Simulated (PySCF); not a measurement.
Vinylene carbonate, C₃H₂O₃.
Z-matrix (Å and degrees, GFN2-xTB geometry), rows numbered from 1:
```
O 
C   1  1.1857
O   2  1.3565  1  125.74
C   3  1.3649  2  107.24  1   179.98
C   4  1.3346  3  108.52  2    -0.00
O   2  1.3565  1  125.77  3   179.95
H   4  1.0690  3  118.00  2   179.98
H   5  1.0691  4  133.49  3  -179.99
```

NICS = −σ at a ghost point: NICS(0) at the centroid of the ring atoms, NICS(1) 1 Å to either side along the normal of their mean plane, zz for the tensor component along that normal. Level: GIAO PBE0/pcSseg-1 (PySCF, non-relativistic, gas phase) on the GFN2-xTB geometry, one conformer.

Ring bond lengths (Å), with Mayer bond orders in brackets: C2–O3 1.356 (1.05), O3–C4 1.365 (0.97), C4–C5 1.335 (1.79), C5–O6 1.365 (0.97), O6–C2 1.356 (1.05).

Problem. Give the NICS values of each ring in ppm.

Solution. 
```
          ring                                                             type  NICS(0)  NICS(1), two faces  NICS(1)zz, two faces  rms pucker (Å)  centre to ring atoms, mean (Å)
C2–O3–C4–C5–O6  5-membered ring with 2 O; bonds drawn aromatic by RDKit's count     -8.3         -5.0 / -5.0         -11.4 / -11.4            0.00                            1.15
```

Problem. What can be read from them?

Solution. 
- C2–O3–C4–C5–O6: mean NICS(1)zz -11.4 ppm, shielded. That is too small in size for a clear verdict by the NICS criterion.

Problem. What does the geometric index give? Use HOMA with the parameters of Krygowski (1993).

Solution. 
- C2–O3–C4–C5–O6: HOMA -0.30; the largest term is that of C5–O6, α(R − Ropt)² = 1.57.

Problem. Give the inner angles of the rings and the Hirshfeld charges of the ring atoms.

Solution. 
- C2–O3–C4–C5–O6: C2 108.5° (+0.259 e), O3 107.2° (-0.082 e), C4 108.5° (+0.005 e), C5 108.5° (+0.005 e), O6 107.2° (-0.082 e); sum 540.0° against 540° for a flat convex ring.
